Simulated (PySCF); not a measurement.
Species: 1-propanol, C₃H₈O.
SMILES with atom numbers: `[CH3:1][CH2:2][CH2:3][OH:4]` (hydrogens: H5, H6, H7 on C1; H8, H9 on C2; H10, H11 on C3; H12 on O4)

Computed, not measured: TDDFT B3LYP/def2-SVPD, vertical, gas phase, core orbitals frozen in the response in PySCF. Geometry: GFN2-xTB, one conformer, isolated molecule. Torsions of this conformer, `[CH3:1][CH2:2][CH2:3][OH:4]`: C1–C2–C3–O4 179°, H–O4–C3–C2 57°.

```
state  E (eV)  ν̃ (cm⁻¹)       f  |μ| (D)  main configurations (H = HOMO, L = LUMO)
   S1    6.71      54150  0.0069     0.52                                 H→L (92%)
   S2    7.39      59590  0.0060     0.46                               H→L+1 (90%)
   S3    7.96      64200   0.021     0.84                               H→L+2 (97%)
   S4    8.17      65900   0.011     0.60                               H-1→L (94%)
   S5    8.30      66930   0.038     1.09                               H→L+3 (95%)
   S6    8.67      69900   0.022     0.82                             H-1→L+1 (90%)
   S7    8.85      71410  0.0088     0.51                               H→L+4 (90%)
   S8    8.94      72120  0.0059     0.42                               H-2→L (88%)
```

Triplets (Tamm–Dancoff): T1 6.45 eV, H→L (85%), H→L+1 (12%); T2 7.27 eV, H→L+1 (83%), H→L (13%); T3 7.84 eV, H→L+2 (81%), H-1→L (15%).

The lowest singlet comes at 185 nm (648 kJ/mol) in the vacuum ultraviolet; it is weak; its leading configuration is HOMO→LUMO (92%). The most intense listed level is S5 at 8.30 eV (149 nm, f = 0.038), 1.59 eV above S1. Löwdin shares by element: HOMO oxygen 61%, carbon 23% or more, hydrogen 7% or more; LUMO carbon 26% or more, oxygen 24%, hydrogen 18% or more (atoms not listed hold the other 33%). Orbital energies (eV): HOMO-3 -9.88, HOMO-2 -9.59, HOMO-1 -8.93, HOMO -7.59, LUMO 0.33, LUMO+1 0.64, LUMO+2 1.32. Weighted by f, the mean energy of these states is 8.23 eV. The listed states span 2.23 eV, and the widest gap between neighbours is 0.68 eV (S1 to S2). Only the lowest 8 singlets were computed, as vertical energies without vibronic structure.

Time: 11 s. Hardware: an Arm Neoverse V1 with one thread, on a shared host.
